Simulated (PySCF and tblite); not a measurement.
C₅H₁₃N, numbered as in [CH3:1][CH2:2][CH2:3][N:4]([CH3:5])[CH3:6].

Free energies: PBE0-D3(BJ)/def2-TZVP (IEF-PCM, chloroform) on PBE0-D3(BJ)/def2-SVP structures plus GFN2-xTB thermal terms, symmetry and mirror images included. Conformers within 3 kcal/mol (GFN2-xTB free energy) were kept, 8 at most. GIAO shieldings: PBE0/pcSseg-1 (IEF-PCM, chloroform). Shifts are against TMS (¹H), TMS (¹³C), NH3 (¹⁵N) at the same level. (PySCF 2.14, tblite 0.8.)

Torsions listed: C1–C2–C3–N4, C2–C3–N4–C5. Of a mirror pair one member is shown.

```json
{"conformer": "1", "shape": "-173°, 165°", "weight %": "49.5", "dipole D": "0.51"}
{"conformer": "2", "shape": "-57°, 165°", "weight %": "46.3", "dipole D": "0.60"}
{"conformer": "3", "shape": "180°, -67°", "weight %": "3.3", "dipole D": "0.69"}
{"conformer": "4", "shape": "97°, 171°", "weight %": "0.7", "dipole D": "0.46"}
{"conformer": "5", "shape": "-63°, 83°", "weight %": "0.2", "dipole D": "0.55"}
```

How do the computed shifts compare with measured ones?


```csv
nucleus,signal,leading conformer,average,measured,medium
¹³C,C1,13.8,13.4,11.9,not stated per compound (mostly CDCl3 or CCl4)
¹³C,C2,25.3,23.9,20.6,not stated per compound (mostly CDCl3 or CCl4)
¹³C,C3,62.7,61.5,61.8,not stated per compound (mostly CDCl3 or CCl4)
```

Measured values: Pretsch, Buehlmann, Badertscher, Structure Determination of Organic Compounds, 4th ed. (2009). Mean difference for ¹³C: 1.50 ppm, scatter 1.47 ppm. The computed shifts are unscaled and lack vibrational corrections.


¹⁵N shifts are against a computed isolated NH3 molecule, about 20 ppm from the liquid.